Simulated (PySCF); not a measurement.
Delta-SCF ions had no search for a lower state. Excitations are Tamm–Dancoff values on a coarser integration grid. The basis has no diffuse functions, so Rydberg states are missing or too high.

Z-matrix (Å, degrees):
```
Al
Cl 1 2.0764
Cl 1 2.0765 2 120.00
Cl 1 2.0765 2 120.00 3 180.00
```
Charge 0, spin multiplicity 1.

Question: Give the S1–T1 gap (TDA), S1 excitation (TDA) and vertical ionisation energy (Delta-SCF) at the level ωB97X-D3(BJ)/def2-TZVP // B3LYP-D3(BJ)/def2-TZVP (PySCF).

Answer: 
| Quantity | Result |
|---|---|
| S1–T1 gap (TDA) | 0.31 eV |
| S1 excitation (TDA) | 7.29 eV |
| vertical ionisation energy (Delta-SCF) | 12.07 eV |
